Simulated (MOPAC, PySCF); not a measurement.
Isomers of C2H6O. Gas-phase values, no solvent. One relaxed conformer stands for each flexible species; it need not be the lowest. Strings in code marks are SMILES.

Quantity: electronic energy of isomers of C2H6O relative to `CCO` (C–C–O–H torsion 180°), in kcal/mol. Semi-empirical values (MOPAC) are differences of heats of formation.

Level 1: ωB97X-D3(BJ)/def2-TZVP // PBE0-D3(BJ)/def2-TZVP (PySCF)
Level 2: PBE/6-31G* // PBE0-D3(BJ)/def2-TZVP (PySCF)
Level 3: HF/3-21G // PBE0-D3(BJ)/def2-TZVP (PySCF)
Level 4: AM1 // PBE0-D3(BJ)/def2-TZVP (MOPAC)

```tsv
species	level 1	level 2	level 3	level 4
`COC`	10.8	5.66	6.52	10.4
```
